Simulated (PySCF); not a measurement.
Gas-phase reaction: SiO + H2 = H2SiO

Energies from PySCF (xtb for GFN2), thermal terms from the rigid-rotor harmonic-oscillator model, ideal gas at 1 bar. † marks an energy on the PBE0/def2-TZVP geometry and frequencies; other levels use their own. CCSD(T) freezes the core. 6-31G* has spherical d functions here. All species are closed-shell singlets. B3LYP is the form with VWN-RPA correlation. H2SiO: computed as isolated molecules; such fragments, hydroxides, amides, oligomers or adducts are transient or little studied in the gas. CCSD(T) isn't extrapolated to the basis-set limit; its ΔH°(298 K) is 7.1 kJ in def2-SVP and -3.9 kJ in def2-TZVPP. The harmonic model lacks anharmonicity and excited electronic states, which grow with temperature; levels with a mode under 35 cm⁻¹ are left out. Warning, large T1 diagnostic: H2SiO, SiO (CCSD(T)/def2-TZVPP†).

```tsv
level	ΔE electronic, kJ	ΔH°(298 K), kJ	ΔS°(298 K), J/K	ΔG°(800 K), kJ
B3LYP/6-31G*	-6	2	-107	91
BLYP/def2-TZVP†	-1	7	-107	95
CCSD(T)/def2-TZVPP†	-12	-4	-107	84
GFN2-xTB	-195	-183	-107	-95
HF/def2-TZVP†	-30	-22	-107	66
PBE/def2-TZVP†	-18	-11	-107	78
PBE0/def2-QZVP†	-29	-22	-107	67
PBE0/def2-SVP†	-30	-23	-107	66
r2SCAN/def2-TZVP†	-31	-23	-107	65
ωB97X-V/def2-TZVP†	-28	-20	-107	68
```
ΔH° is lowest at GFN2-xTB and highest at BLYP/def2-TZVP†. No reference value is set beside these.
